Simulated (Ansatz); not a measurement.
**SiBNH₆ (SMILES B[SiH2]N): one structure at several levels**

Program: Ansatz 0.2.0, Gaussian basis. Level of theory: single points in def2-TZVPP. These are calculated values, not measurements.

Correlated methods freeze the cores.

### 1 The system as given

SMILES `B[SiH2]N`, 9 atoms, charge 0, spin multiplicity 1.

Atoms are counted from 1 here; the program's logs count them from 0.

Bond lengths: B1–Si2 1.989 Å, B1–H4 1.210 Å, B1–H5 1.199 Å, Si2–N3 1.694 Å, Si2–H6 1.479 Å, Si2–H7 1.459 Å, N3–H8 1.027 Å, N3–H9 1.027 Å. Angles: Si2–B1–H4 129.1°, Si2–B1–H5 122.3°, H4–B1–H5 108.4°, B1–Si2–N3 114.4°, B1–Si2–H6 104.5°, B1–Si2–H7 111.7°, N3–Si2–H6 115.5°, N3–Si2–H7 105.3°, H6–Si2–H7 105.3°, Si2–N3–H8 118.3°, Si2–N3–H9 132.4°, H8–N3–H9 109.2°.

Coordinates:

```mol
BH6NSi
  3D, bonds by distance, orders not assigned

  9  8  0  0  0  0  0  0  0  0999 V2000
   -1.0489    0.8027   -1.0376 B   0  0
    0.5518    0.2359   -0.0025 Si  0  0
    0.3365   -1.1846    0.8955 N   0  0
   -2.1958    0.4313   -0.9347 H   0  0
   -0.9775    1.5547   -1.9692 H   0  0
    0.9290    1.4322    0.7803 H   0  0
    1.6912   -0.0283   -0.8748 H   0  0
    1.0885   -1.8843    0.8884 H   0  0
   -0.4101   -1.4985    1.5272 H   0  0
  1  2  8  0
  1  4  8  0
  1  5  8  0
  2  3  8  0
  2  6  8  0
  2  7  8  0
  3  8  8  0
  3  9  8  0
M  END
```

### 2 PBE-D4/def2-TZVPP

The input, run/in.yaml:

```yaml
crystal:
  periodic: [false, false, false]
  atoms:
    - {symbol: B, position_ang: [-1.048930, 0.802743, -1.037566]}
    - {symbol: Si, position_ang: [0.551778, 0.235934, -0.002527]}
    - {symbol: N, position_ang: [0.336506, -1.184638, 0.895532]}
    - {symbol: H, position_ang: [-2.195793, 0.431334, -0.934691]}
    - {symbol: H, position_ang: [-0.977500, 1.554675, -1.969238]}
    - {symbol: H, position_ang: [0.928954, 1.432203, 0.780329]}
    - {symbol: H, position_ang: [1.691163, -0.028257, -0.874763]}
    - {symbol: H, position_ang: [1.088468, -1.884295, 0.888363]}
    - {symbol: H, position_ang: [-0.410077, -1.498459, 1.527218]}
basis:
  gaussian: {orbitals: def2-TZVPP}
hamiltonian: {xc: pbe, dispersion: d4}
output: {forces: true}
```

On the command line:

```bash
$ ansatz run in.yaml --threads 2 --pin off --events-out ev --progress --plain --max-ram 3481MiB
```

What time and memory should one allow on 2 threads of Intel Xeon Platinum 8488C, shared host?

About 1.9 s, with a peak of 0.2 GiB.
